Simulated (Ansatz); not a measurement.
Name a neutral molecule of F, Si with LUMO energy (B3LYP/def2-TZVPP) between 0.00 and 0.30 eV and HOMO energy (PBE/def2-TZVPP) between -10.80 and -10.50 eV (Ansatz, PBE0-D4/def2-TZVP geometry).

`F[Si](F)(F)F` (0.12 eV, -10.59 eV). Other molecules can fit too; these were computed, each in one conformer that needn't be the lowest.

B3LYP here is the variant with VWN-RPA as its local correlation; programs differ in this.
